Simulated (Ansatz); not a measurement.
A nudged elastic band was laid between two geometries of C₄H₉N (14 atoms, charge 0, multiplicity 1).

Theory: RKS PBE0-D4/def2-SVP (Ansatz).

```json
{
 "movable images": "7",
 "climbing image": "yes",
 "spring": "5.0 eV/Å²",
 "optimiser": "quadratic models (default)",
 "start path": "through a guess of the saddle point",
 "force threshold": "0.05 eV/Å",
 "iteration limit": "60",
 "end points": "relaxed"
}
```

Initial state:

```xyz
14
Properties=species:S:1:pos:R:3
C -0.739 1.563 0.544
C -0.146 0.372 0.400
C 1.074 -0.032 1.168
C -0.681 -0.650 -0.571
N 0.336 -1.042 -1.530
H -1.626 1.830 -0.039
H -0.364 2.307 1.253
H 0.854 -0.899 1.814
H 1.453 0.784 1.800
H 1.864 -0.356 0.474
H -1.618 -0.259 -1.020
H -0.965 -1.553 0.002
H 0.532 -0.272 -2.166
H 0.014 -1.821 -2.101
```

Final state:

```xyz
14
Properties=species:S:1:pos:R:3
C -0.718 1.567 0.540
C -0.186 0.353 0.356
C 1.054 -0.098 1.068
C -0.810 -0.640 -0.600
N 0.025 -1.070 -1.707
H -1.625 1.875 0.010
H -0.273 2.294 1.227
H 0.849 -0.991 1.684
H 1.463 0.685 1.722
H 1.839 -0.385 0.349
H -1.741 -0.209 -1.005
H -1.113 -1.541 -0.036
H 0.400 -0.262 -2.199
H 0.823 -1.610 -1.380
```

(1) What changes between the two ends?

(2) Give the energies along the band, and the barrier.

(3) What is the geometry of the highest image?

(4) What are the harmonic wavenumbers there?

The band took 8 iterations and roughly 5 core-minutes.

Answers

(1) No bond is made or broken. The height of N5 over the plane of its neighbours goes from -0.38 to 0.38 Å.

(2) It converged. The highest image is number 4 of 0 to 8, 0.173 eV above the first end and 0.159 eV above the last; the last end lies 0.014 eV above the first. A vibrational analysis at the climbing image gives one clearly imaginary mode, 620i cm⁻¹: a first-order saddle point.

```csv
image,path coordinate (Å),energy (eV),height of N5 over the plane of its neighbours (Å)
0,0.00,0.000,-0.38
1,0.21,0.007,-0.37
2,0.41,0.033,-0.33
3,0.62,0.109,-0.20
4,0.82,0.173,0.01
5,1.02,0.116,0.20
6,1.21,0.048,0.32
7,1.41,0.022,0.36
8,1.60,0.014,0.38
```

(3) 
```xyz
14
Properties=species:S:1:pos:R:3
C -0.741 1.580 0.583
C -0.177 0.382 0.395
C 1.057 -0.064 1.117
C -0.750 -0.604 -0.600
N 0.164 -0.982 -1.631
H -1.638 1.875 0.030
H -0.335 2.304 1.295
H 0.841 -0.942 1.750
H 1.476 0.727 1.755
H 1.820 -0.381 0.389
H -1.697 -0.187 -0.999
H -1.036 -1.521 -0.054
H 0.526 -0.288 -2.264
H 0.477 -1.930 -1.739
```

(4) 620i, 99, 184, 246, 283, 404, 419, 571, 727, 835, 863, 923, 970, 1011, 1042, 1130, 1174, 1289, 1332, 1374, 1388, 1424, 1440, 1452, 1465, 1593, 1751, 2997, 3043, 3075, 3125, 3155, 3170, 3253, 3683, 3819 cm⁻¹.

The run took 2.8 min on 2 threads of Intel(R) Xeon(R) CPU @ 2.80GHz (Skylake/Cascade Lake), with other jobs on the host, peak memory 0.28 GiB.
